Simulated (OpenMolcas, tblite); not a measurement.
**Si2NH6 (SMILES [SiH2]N[SiH3]): the vertical ionisation energy, rung by rung**

The species is Si2NH6 (9 atoms), meant as a doublet with charge 0. SMILES: `[SiH2]N[SiH3]`. Geometry: relaxed at PBE0-D4/def2-TZVP. This is one conformer, not always the lowest.

Quantity: the vertical ionisation energy (to the singlet cation), in eV. The values are calculated.

| level | kind | program | value (eV) | less CCSD(T)/cc-pVDZ |
| --- | --- | --- | --- | --- |
| IPEA1-xTB | semi-empirical | tblite | 11.28 | +4.03 |
| UHF/cc-pVDZ | Hartree–Fock | OpenMolcas | 7.41 | +0.16 |
| USVWN5/cc-pVDZ | LDA | OpenMolcas | 7.28 | +0.03 |
| U-revPBE/cc-pVDZ | GGA | OpenMolcas | 7.30 | +0.05 |
| UBLYP/cc-pVDZ | GGA | OpenMolcas | 7.13 | -0.12 |
| UTPSS/cc-pVDZ | meta-GGA | OpenMolcas | 7.42 | +0.17 |
| UB3LYP/cc-pVDZ | global hybrid | OpenMolcas | 7.48 | +0.23 |
| ROCCSD(T)/cc-pVDZ | coupled cluster or CI | OpenMolcas | 7.25 | 0.00 |

Differences are taken from ROCCSD(T)/cc-pVDZ for orientation; it has basis-set and higher-order errors of its own. The values span 7.13 to 11.28 eV. The xTB values lack the empirical shift that such differences need.
